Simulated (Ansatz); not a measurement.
```yaml
crystal:
  periodic: [false, false, false]
  atoms:
    - {symbol: B, position_ang: [-1.837232, 0.015167, -0.001679]}
    - {symbol: Ga, position_ang: [0.249942, -0.002063, 0.000228]}
    - {symbol: H, position_ang: [1.218738, 1.264268, -0.001502]}
    - {symbol: H, position_ang: [1.197695, -1.284216, 0.003710]}
basis:
  gaussian: {orbitals: def2-TZVP}
hamiltonian: {xc: pbe0}
relax: {f_tol: 0.004, max_steps: 80}
```

```sh
$ ansatz run in.yaml --threads 1 --pin off --events-out ev --progress --plain --max-ram 2176MiB
```

Steps of the relaxation (energy above the last step; positions in Å, forces in eV/Å):

```
4
step 1, 140.8 meV
B    -1.837    0.015   -0.002   -1.442    0.012   -0.001
Ga    0.250   -0.002    0.000    1.965   -0.016    0.002
H     1.219    1.264   -0.002   -0.261    0.046    0.000
H     1.198   -1.284    0.004   -0.262   -0.042    0.000
```

```
4
step 2, 16.8 meV
B    -1.852    0.015   -0.002   -0.486    0.004    0.000
Ga    0.336   -0.003    0.000    0.578   -0.005    0.001
H     1.184    1.346   -0.002   -0.047   -0.141    0.000
H     1.161   -1.365    0.004   -0.045    0.142    0.000
```

```
4
step 3, 0.1 meV
B    -1.905    0.016   -0.002    0.014    0.000    0.000
Ga    0.348   -0.003    0.000    0.011    0.000    0.000
H     1.204    1.328   -0.002   -0.013    0.004    0.000
H     1.182   -1.348    0.004   -0.013   -0.004    0.000
```

```
4
step 4, 0.0 meV
B    -1.901    0.016   -0.002    0.000    0.000    0.000
Ga    0.350   -0.003    0.000    0.003    0.000    0.000
H     1.201    1.332   -0.002   -0.002   -0.002    0.000
H     1.179   -1.351    0.004   -0.002    0.002    0.000
```

Close pairs at the end: Ga2–H3 1.583 Å, Ga2–H4 1.583 Å, B1–Ga2 2.252 Å.

A stationary point of restricted PBE0 after 4 steps (its stability towards spin polarisation wasn't tested); no frequencies were run, so it isn't proven a minimum. 7.5 s on 1 thread of Arm Neoverse V2, shared host.
